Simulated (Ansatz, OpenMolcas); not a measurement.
How methods differ on HBS (hydrogen boron sulfide)

The species is HBS (3 atoms), meant as a singlet with charge 0. As SMILES, `B=S`. The coordinates come from a PBE0-D4/def2-TZVP relaxation.

```jsonl
{"atom": "B", "x (Å)": "-0.0387", "y (Å)": "-0.0146", "z (Å)": "0.1348"}
{"atom": "S", "x (Å)": "0.3992", "y (Å)": "0.1476", "z (Å)": "-1.3933"}
{"atom": "H", "x (Å)": "-0.3605", "y (Å)": "-0.1331", "z (Å)": "1.2585"}
```

Each level gives the energy change with the B1–S2 bond stretched from 1.598 to 3.995 Å (eV). The values are calculated.

```
                      level                   kind     program  value (eV)  less FCI/STO-3G
     HF/STO-3G (restricted)           Hartree–Fock  OpenMolcas        9.04            -0.11
  BHLYP/STO-3G (restricted)          global hybrid      Ansatz       10.50            +1.35
BCCD(T)/STO-3G (restricted)  coupled cluster or CI      Ansatz        9.93            +0.78
CCSD(T)/STO-3G (restricted)  coupled cluster or CI      Ansatz        9.94            +0.79
   CISD/STO-3G (restricted)  coupled cluster or CI  OpenMolcas        9.97            +0.82
                 FCI/STO-3G     exact in the basis  OpenMolcas        9.15             0.00
```

FCI/STO-3G is exact within its basis and frozen core, so for wave-function methods in that basis the difference is their error; functionals converge differently with the basis, so for them it is only a difference. The first shape isn't each level's own minimum. The values span 9.04 to 10.50 eV. All rows use very small basis sets, so none should be taken for the real molecule's value.
